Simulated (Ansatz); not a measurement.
**Strontium, fcc under r²SCAN: how the Gaussian smearing moves the result**

How small must the Gaussian smearing width be for energy and pressure to settle? The geometry was relaxed under r²SCAN beforehand and stays fixed; 7 values are run, from 0.01 to 1.0 eV. Wanted are the values from which on the energy stays within 10 and 1 meV/atom, and the pressure within 0.5 GPa, of the narrowest run. Within the series other settings stay, but some runs also write fields, which adds to their time. Spin polarisation is left out.

Method: DFT r²SCAN, plane waves with PAW, scalar-relativistic, in Ansatz 0.2.0.

## 1. The system as given

It takes space group Fm-3m (No. 225, cubic). Conventional cell: a = 6.104 Å, b = 6.104 Å, c = 6.104 Å, α = 90.00°, β = 90.00°, γ = 90.00°. Sr (site symmetry m-3m) has 12 Sr at 4.32 Å as nearest neighbours.

As a file:

```
Sr
1.0
     0.00000    3.05211    3.05211
     3.05211    0.00000    3.05211
     3.05211    3.05211    0.00000
Sr
1
Cartesian
  0.0000 0.0000 0.0000
```

## 2. Width 0.01 eV

The run at 0.01 eV.

The input, input.yaml:

```yaml
crystal:
  lattice:
    - [0.0, 3.052110409, 3.052110409]
    - [3.052110409, 0.0, 3.052110409]
    - [3.052110409, 3.052110409, 0.0]
  atoms:
    - { symbol: Sr, position: [0.0, 0.0, 0.0] }
hamiltonian:
  xc: r2scan
  pseudopotentials:
    kind: paw
    azcp:
      Sr: "pseudopotentials/Sr.paw.azcp"
basis:
  ecutwfc: 500
  fft_grid_basis: typed
kpoints:
  mp_grid: { grid: [9, 9, 9], shift: [0, 0, 0] }
magnetization:
  spin_polarized: false
scf:
  occupations: { method: gaussian, width: 0.01 }
  lower_state_search: "off"
output:
  stress: true
```

Launch:

```console
> ansatz run input.yaml --threads 2 --pin off --max-ram 5120MiB --backend cpu --events-out ev --progress --plain --runs-dir out
```

## 3. Width 0.03 eV

The run at 0.03 eV.

input.yaml, as its differences from that of step 2:

```diff
@@ -21,3 +21,3 @@
 scf:
-  occupations: { method: gaussian, width: 0.01 }
+  occupations: { method: gaussian, width: 0.03 }
   lower_state_search: "off"
@@ -25 +25,5 @@
   stress: true
+  write_density: true
+  write_potential: true
+  elf: true
+  volumetric_format: npy
```

## 4. Width 0.1 eV

The run at 0.1 eV.

input.yaml, as its differences from that of step 3:

```diff
@@ -21,3 +21,3 @@
 scf:
-  occupations: { method: gaussian, width: 0.03 }
+  occupations: { method: gaussian, width: 0.1 }
   lower_state_search: "off"
```

## 5. Width 0.2 eV

The run at 0.2 eV.

input.yaml, as its differences from that of step 4:

```diff
@@ -21,3 +21,3 @@
 scf:
-  occupations: { method: gaussian, width: 0.1 }
+  occupations: { method: gaussian, width: 0.2 }
   lower_state_search: "off"
@@ -25,5 +25 @@
   stress: true
-  write_density: true
-  write_potential: true
-  elf: true
-  volumetric_format: npy
```

## 6. Width 0.3 eV

The run at 0.3 eV.

input.yaml, as its differences from that of step 5:

```diff
@@ -21,3 +21,3 @@
 scf:
-  occupations: { method: gaussian, width: 0.2 }
+  occupations: { method: gaussian, width: 0.3 }
   lower_state_search: "off"
```

## 7. Width 0.6 eV

The run at 0.6 eV.

input.yaml, as its differences from that of step 6:

```diff
@@ -21,3 +21,3 @@
 scf:
-  occupations: { method: gaussian, width: 0.3 }
+  occupations: { method: gaussian, width: 0.6 }
   lower_state_search: "off"
```

## 8. Width 1.0 eV

The run at 1.0 eV.

input.yaml, as its differences from that of step 7:

```diff
@@ -21,3 +21,3 @@
 scf:
-  occupations: { method: gaussian, width: 0.6 }
+  occupations: { method: gaussian, width: 1.0 }
   lower_state_search: "off"
```

(Steps that only read results are left out.)

Q: Predict the outcome of this session.

The runs gave:

| quantity | value |
| --- | --- |
| E(σ → 0) stays within 10 meV/atom of 0.01 eV | up to 1.0 eV |
| E(σ → 0) stays within 1 meV/atom | up to 0.03 eV |
| pressure stays within 0.5 GPa | up to 1.0 eV |
| pressure at 0.01 eV | -0.04 GPa |
| energy of a separate run on a finer mesh (15×15×15) | -7.8 meV/atom from 0.01 eV |

What this shows: At 1.0 eV the energy differs by -9.1 meV/atom and the pressure by +0.2 GPa. The free energy F moves by -314.7 meV/atom over the range, and the estimate for σ → 0 by -9.1. In theory F falls as the square of the width under this scheme, but here the ratio is not steady: the mesh at narrow widths, or a density of states that varies over the wide ones, can both cause that. The mesh (9×9×9) is fixed, so the narrowest widths carry a k-point error of their own. The yardstick itself is unsettled by 7.8 meV/atom against the finer mesh, so the thresholds above hold only within this series, and wider smearing, which averages over more states, can land nearer the fine-mesh value than the narrowest does.
